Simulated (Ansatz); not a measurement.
An input meant for (H2Al-mu-H)2 (Al₂H₆) (charge 0, singlet; atoms displaced at random, 0.08 Å in each coordinate).

```yaml
crystal:
  periodic: [false, false, false]
  atoms:
    - {symbol: Al, position_ang: [-0.370921, 0.483198, -1.106896]}
    - {symbol: H, position_ang: [0.020901, 1.946087, -1.427076]}
    - {symbol: H, position_ang: [-1.314556, -0.540722, -2.170831]}
    - {symbol: H, position_ang: [-1.022493, 0.337897, 0.340934]}
    - {symbol: Al, position_ang: [0.409352, -0.390866, 1.235424]}
    - {symbol: H, position_ang: [1.200749, 0.492433, 2.114379]}
    - {symbol: H, position_ang: [0.075883, -1.898871, 1.439972]}
    - {symbol: H, position_ang: [1.004455, -0.462802, -0.382249]}
basis:
  gaussian: {orbitals: aug-cc-pVDZ}
hamiltonian: {xc: {name: PBE0}, dispersion: d3bjatm}
charge: 1
```

```sh
$ ansatz run in.yaml --threads 4 --pin off --events-out ev --progress --plain --max-ram 3916MiB
```

It prints (some lines left out):

```
Error: YAML parse error: error: line 15 column 1: unknown field `charge`, expected one of crystal, accuracy, basis, kpoints, hamiltonian, magnetization, projection, total_charge, correlation, batch, efield, external_charges, scf, relax, neb, saddle, md, ramp, phonons, dielectric, real_time, elastic, magnetic_configurations, gw, evaluate, workflow, output, checkpoint, execution
13 |   gaussian: {orbitals: aug-cc-pVDZ}
14 | hamiltonian: {xc: {name: PBE0}, dispersion: d3bjatm}
15 | charge: 1
```

Question: Something in this input is off. What?

Answer: The input holds a key that doesn't belong there (the charge goes under total_charge). The input was rejected before any iteration.
